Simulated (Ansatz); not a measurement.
System: C2H6OS, charge 0, multiplicity 1. 
Coordinates optimised at B3LYP-D3(BJ)/def2-TZVP (Ansatz, a first-principles code):
SMILES: O=S(C)C
```xyz
10

S      0.0001     0.2316    -0.4434
O     -0.0091     1.4791     0.3687
C      1.3569    -0.7945     0.1950
C     -1.3493    -0.8091     0.1868
H      1.2528    -0.8869     1.2761
H     -2.2783    -0.2983    -0.0600
H      1.3433    -1.7716    -0.2883
H      2.2817    -0.2736    -0.0462
H     -1.3222    -1.7861    -0.2964
H     -1.2508    -0.9004     1.2685
```

Computed values are from Ansatz. Valence correlation only, unless marked. Open shells are spin-unrestricted. No spin-orbit coupling. No relativistic terms. CBS(X,Y): correlation extrapolated as X^-3; Hartree-Fock from the larger set. [CCSD(T)-MP2]/basis is that difference in the basis named.

* **atomisation energy De**: 3581.1 kJ/mol at RI-MP2/CBS(cc-pV(T+d)Z,cc-pV(Q+d)Z)+[CCSD(T)-MP2]/cc-pV(T+d)Z
* **total energy**: -552.6272 Eh at RI-MP2/CBS(cc-pV(T+d)Z,cc-pV(Q+d)Z)+[CCSD(T)-MP2]/cc-pV(T+d)Z
* **dipole moment**: 4.00 D at CCSD(T)/aug-cc-pV(D+d)Z
* **T1 diagnostic**: 0.015 at CCSD/cc-pV(T+d)Z
* **measured enthalpy of formation, 298 K**: -151.5 kJ/mol (G2/97 table in ASE (Curtiss et al.); older table, unchecked)
* **measured dipole moment**: 3.96 D (NIST CCCBDB, as tabulated in the package chemicals; older table, unchecked)
